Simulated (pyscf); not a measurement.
This saddle point was located with ωB97X-D3(BJ)/def2-SVP in PySCF.

```xyz
9

As    -0.1025    -1.2399    -0.5741
Al     1.1574     0.5251     0.8038
H     -1.8018    -1.5759    -0.5534
H      0.0247    -2.2932     0.5073
H      2.2030    -0.5539     0.1882
H      0.9445     1.9311     0.0940
O      0.8933     0.3586     2.4976
H     -1.6653    -0.9928     0.1159
H      0.5044     1.0396     3.0495
```

Surface: singlet, charge 0. Lowest wavenumbers (cm⁻¹): 491i, 119, 192, 236, 256.

Q: What reaction is this the transition state of?

A: `[OH][AlH][AsH2]` + `[H][H]` ⇌ `[AsH3]` + `[OH][AlH2]`, a multi-bond step read from left to right: Al–As, As–H, H–H broken and As–H, As–H, Al–H formed. At ωB97M-D3(BJ)/def2-TZVP it lies +42.8 kcal/mol from the left side and +34.5 kcal/mol from the right (each side as separated species at their lowest minima found). On the product side the descent ends in an adduct with a Al–As contact, 13.8 kcal/mol under the separated species and 45.1 kcal/mol under the saddle at ωB97X-D3(BJ)/def2-TZVP. What is counted as broken (Al–As) persists as a longer contact in the product adduct; parting that adduct is a step of its own. The same reactants have a lower exit, to H₂Al–AsH₂ + H₂O (highest point, the separated products, at +29.5 kcal/mol at ωB97M-D3(BJ)/def2-TZVP, against +42.8 kcal/mol here). This is the saddle that the search found; another between the same sides may lie lower. Elements up to Kr have no core potential and no relativistic terms here.
